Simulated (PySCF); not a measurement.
# Highest orbital energy against ionisation energy along group 14

Calculated with PySCF 2.14, no spin-orbit coupling. Each cell gives −ε(HOMO) / ΔSCF in eV; NIST values include spin-orbit coupling, (s) semi-empirical, (t) theoretical.

```tsv
species	UHF	LDA	PBE	PBE0	r2SCAN	NIST (lowest levels)
C (aug-cc-pVQZ, non-relativistic)	11.947 / 10.799	6.127 / 11.690	6.099 / 11.540	7.652 / 11.514	6.574 / 11.667	11.260
Si (aug-cc-pV(Q+d)Z, non-relativistic)	8.200 / 7.637	4.573 / 8.232	4.607 / 8.198	5.629 / 8.219	4.912 / 8.323	8.152
Ge (aug-cc-pVQZ-PP with ECP10MDF, ECP)	7.889 / 7.402	4.383 / 7.966	4.366 / 7.850	5.368 / 7.890	4.679 / 8.022	7.899
Sn (aug-cc-pVQZ-PP with ECP28MDF, ECP)	7.265 / 6.849	4.167 / 7.414	4.116 / 7.262	5.030 / 7.307	4.403 / 7.407	7.344
Pb (aug-cc-pVQZ-PP with ECP60MDF, ECP)	6.942 / 6.563	4.008 / 7.160	3.922 / 6.978	4.797 / 7.014	4.199 / 7.094	7.417
```

Question: How far is −ε(HOMO) from ΔSCF on average for each method, and why?

Answer: UHF 0.60 eV; LDA -3.84 eV; PBE -3.74 eV; PBE0 -2.69 eV; r2SCAN -3.55 eV. Hartree-Fock orbital energies lack relaxation and so exceed the ΔSCF value; semilocal functionals have convex E(N) from self-interaction, so their HOMO lies far too high; exact exchange moves hybrids part of the way back.
